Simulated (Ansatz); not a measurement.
A calculation with Ansatz (development build ahead of 0.2.0).

```yaml
crystal:
  periodic: [false, false, false]
  atoms:
    - { symbol: Si, position_ang: [0.0, 0.0, 0.0] }
    - { symbol: C, position_ang: [0.0, 0.0, 1.8898] }
basis:
  gaussian: { orbitals: def2-SVP }
magnetization:
  spin_polarized: true
  initial_magnetization: 2
hamiltonian:
  xc: hf
correlation:
  method: mp2
  frozen_orbitals: { C: 1, Si: 5 }
scf:
  omitted_lower_state_checks: [stability, starts, atomic_configurations, cluster_reference, orbital_swaps, given_window_search, neighbouring_geometries, increment]
```

The input is written out in the form of the current development build from the run's settings.

Output:

```json
{"Converged": "yes", "Reference energy": "-326.49260 hartree", "Correlation energy": "-0.11920 hartree", "Total energy": "-326.61180 hartree", "Spin squared of the determinant": "2.730", "Occupied orbitals by symmetry in an Abelian subgroup (alpha; beta)": "7 A1 2 B1 2 B2; 6 A1 2 B1 1 B2"}
```

Messages of the program:
```
mean field -8884.31620353 eV, -326.4925984740 hartree, gradient 2.4e-6 eV, S^2 2.730223; 0 other ends of a descent, 0 dependent functions left out
```

Caution: the unrestricted determinant is spin contaminated.
